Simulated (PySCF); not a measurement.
# BN (boron nitride): U-r2SCAN/STO-3G

What is the energy change on altering one bond length of BN (boron nitride) at U-r2SCAN/STO-3G? The job is set up through a Python script.

The calculation is run with PySCF 2.14.0.

14 further runs of the same task are left out: 5 that didn't finish, 9 set aside as unsound or not needed.

## (1) The structure to begin with

The species is BN (2 atoms), meant as a triplet with charge 0. SMILES: `B#N`. Geometry: relaxed at PBE0-D4/def2-TZVP.

Bond lengths: B1–N2 1.315 Å.

## (2) A single-point energy at U-r2SCAN/STO-3G

input.py

```python
from pyscf import gto, dft

mol = gto.Mole()
mol.atom = [
    ('B', (-0.000000, -0.000000, -0.023520)),
    ('N', (0.000000, 0.000000, 1.291950)),
]
mol.max_memory = 1860
mol.basis = 'sto-3g'
mol.spin = 2
mol.verbose = 4
mol.build()

mf = dft.UKS(mol, xc='r2scan')
mf.grids.level = 5
mf.conv_tol = 1e-10
mf.kernel()
if not mf.converged:
    mf = mf.newton().run(mf.mo_coeff, mf.mo_occ)

e_final = mf.e_tot
print('E = %.10f Eh' % e_final)
```

Launch:

```sh
OMP_NUM_THREADS=1 python input.py
```

The log of the run:

```text
PySCF version 2.14.0

[INPUT] num. atoms = 2
[INPUT] num. electrons = 12
[INPUT] charge = 0
[INPUT] spin (= nelec alpha-beta = 2S) = 2
[INPUT] symmetry False subgroup None
[INPUT] Mole.unit = angstrom
[INPUT] Symbol           X                Y                Z      unit          X                Y                Z       unit  Magmom
[INPUT]  1 B      0.000000000000   0.000000000000  -0.023520000000 AA    0.000000000000   0.000000000000  -0.044446358450 Bohr   0.0
[INPUT]  2 N      0.000000000000   0.000000000000   1.291950000000 AA    0.000000000000   0.000000000000   2.441431666632 Bohr   0.0

nuclear repulsion = 14.0795323209195
number of shells = 6
number of NR pGTOs = 30
number of NR cGTOs = 10
basis = sto-3g
ecp = {}

[... 36 lines left out ...]
WARN: beta  nocc = 5  HOMO -0.262019774732807 >= LUMO -0.262019774732807
[... 1 line left out ...]
WARN: HOMO -0.152010123215482 >= LUMO -0.262019774732807
[... 79 lines left out ...]
SCF not converged.
SCF energy = -78.3262157262198 after 50 cycles  <S^2> = 2.0054206  2S+1 = 3.0036116
[... 60 lines left out ...]
converged SCF energy = -78.3262176115626  <S^2> = 2.0054235  2S+1 = 3.0036135
E = -78.3262176116 Eh
```

It took 9.9 s on 1 thread of Arm Neoverse V2, shared host; peak memory 0.34 GiB.

## (3) The distorted shape

input.xyz

```xyz
2
BN
B      0.000000     0.000000    -0.286650
N      0.000000     0.000000     1.291950
```

job.py

```python
from pyscf import gto, dft

mol = gto.M(
    atom='input.xyz',
    basis='sto-3g',
    max_memory=1860,
    verbose=3,
    spin=2,
)

ks = dft.UKS(mol)
ks.xc = 'r2scan'
ks.grids.level = 5
ks.conv_tol = 1e-10
ks.kernel()
if not ks.converged:
    ks = ks.newton().run(ks.mo_coeff, ks.mo_occ)

etot = ks.e_tot
print('E(%s) = %.9f' % ('R2SCAN', etot))
```

Launch:

```sh
OMP_NUM_THREADS=1 python job.py
```

The log of the run:

```text
WARN: HOMO -0.149150928428323 >= LUMO -0.2032748505695

converged SCF energy = -78.2876844319923  <S^2> = 2.0047807  2S+1 = 3.0031854
E(R2SCAN) = -78.287684432
```

Wall time 3.3 s (1 thread of Arm Neoverse V2, shared host); peak memory 0.16 GiB.

## (4) Results

Level: U-r2SCAN/STO-3G.

```
                                                         quantity         value
                                        first shape: total energy  -78.32622 Eh
                                       first shape: dipole moment        1.65 D
                  first shape: HOMO energy (highest over α and β)      -4.73 eV
                   first shape: LUMO energy (lowest over α and β)      -3.20 eV
                                                first shape: ⟨S²⟩         2.005
                                    distorted shape: total energy  -78.28768 Eh
                                   distorted shape: dipole moment        1.62 D
              distorted shape: HOMO energy (highest over α and β)      -3.07 eV
               distorted shape: LUMO energy (lowest over α and β)      -1.54 eV
                                            distorted shape: ⟨S²⟩         2.005
energy change with the B1–N2 bond stretched from 1.315 to 1.579 Å      1.049 eV
```

**Reading.** With the B1–N2 bond stretched from 1.315 to 1.579 Å the energy rises by 1.05 eV (101 kJ/mol). The first shape isn't relaxed at this level, so the change isn't measured from a minimum. The minimal basis adds a large error of its own.
